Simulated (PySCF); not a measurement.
Potential energy curve for SMILES P. The P1–H4 bond (P1 also carries H, H; H4 carries nothing else) is varied alone, starting from the PBE0/def2-TZVP optimised geometry.

UHF/6-31G (PySCF); RKS-wB97X-V = restricted wB97X-V/6-31G run with PySCF; UCCSD(T) = CCSD(T) on UHF/6-31G, 5 core orbitals frozen run with PySCF; UKS-wB97X-V = unrestricted wB97X-V/6-31G (PySCF); UKS-CAM-B3LYP = unrestricted CAM-B3LYP/6-31G (PySCF 2.14.0).

Energies are in kJ/mol, each relative to the lowest point of its own curve near equilibrium.

```tsv
R / Å	UHF	RKS-wB97X-V	UCCSD(T)	UKS-wB97X-V	UKS-CAM-B3LYP
1.06	268.5	276.5	286.3	276.5	274.2
1.13	154.4	161.3	169.9	161.3	160.2
1.22	64.2	69.2	76.0	69.2	68.9
1.27	34.1	37.9	43.6	37.9	38.0
1.33	…	14.3	18.5	14.3	14.6
1.37	4.0	5.4	8.4	5.4	5.6
1.42	0.0	0.2	1.6	0.2	0.3
1.46	0.7	0.0	0.0	0.0	0.0
1.51	5.4	3.7	1.7	3.7	3.4
1.55	11.7	9.2	5.5	9.2	8.7
1.66	37.2	32.8	…	32.8	31.4
1.77	70.3	64.3	48.2	64.3	61.8
1.90	114.6	106.8	80.9	106.8	102.7
2.12	170.5	182.4	136.9	182.4	175.3
2.36	199.8	262.1	189.2	255.7	243.1
2.58	212.8	328.5	225.7	292.6	279.7
2.83	220.0	…	…	313.8	302.8
3.13	223.7	461.7	273.4	325.4	316.6
3.50	225.3	527.7	281.4	331.1	324.3
3.85	225.9	…	283.1	333.1	327.4
4.22	226.2	616.4	283.6	334.0	329.0
4.93	…	667.1	283.9	334.6	330.0
```

### Question
Some entries are withheld; supply them.

### Answer

- 1.33, UHF: 12.0
- 1.66, UCCSD(T): 23.5
- 2.83, RKS-wB97X-V: 394.8
- 2.83, UCCSD(T): 254.3
- 3.85, RKS-wB97X-V: 576.5
- 4.93, UHF: 226.4

The unrestricted determinant behind UHF, UCCSD(T) is spin-contaminated at 2.12 to 4.93 Å (<S²> up to 1.0, against 0.00 for a pure singlet). The restricted form behind RKS-wB97X-V keeps the bonding electrons paired and can't separate into open-shell fragments. The unrestricted determinant behind UKS-wB97X-V, UKS-CAM-B3LYP is spin-contaminated at 2.36 to 4.93 Å (<S²> up to 1.0, against 0.00 for a pure singlet).
